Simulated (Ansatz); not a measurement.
System: C₂H₄S, charge 0, singlet. C2H4S (SMILES C1CS1).
B3LYP-D3(BJ)/def2-TZVP minimum from Ansatz (a first-principles code):
```xyz
7

C      0.0060    -0.7464    -0.7914
S     -0.0041     0.0076     0.8672
C      0.0015     0.7325    -0.8043
H     -0.9035    -1.2637    -1.0683
H      0.9212    -1.2581    -1.0598
H      0.9136     1.2450    -1.0816
H     -0.9112     1.2394    -1.0901
```

Hartree-Fock and CCSD correlation energies in hartree (Ansatz). UHF or UKS for unpaired electrons; spin-orbit terms are left out. Correlated methods leave the cores frozen. No relativity.

```json
[
 {"basis": "cc-pV(T+d)Z", "X": "3", "E(HF)": "-475.61263", "E(corr, CCSD)": "-0.54617"},
 {"basis": "cc-pV(Q+d)Z", "X": "4", "E(HF)": "-475.62113", "E(corr, CCSD)": "-0.57589"},
 {"basis": "cc-pV(5+d)Z", "X": "5", "E(HF)": "-475.62298", "E(corr, CCSD)": "withheld"}
]
```

Problem. Fit E(corr) = E∞ + A/X³ to X = 3 and 4, predict X = 5, and compare with the run.

Solution. A = (-0.54617 - (-0.57589))/(1/27 - 1/64) = 1.3880; E∞ = -0.57589 - A/64 = -0.59758; at X = 5, E∞ + A/125 = -0.58647. The run gave -0.58575, 0.72 mEh above the prediction. The same form on X = 4 and 5 gives E∞ = -0.59609, 1.48 mEh above the first estimate.
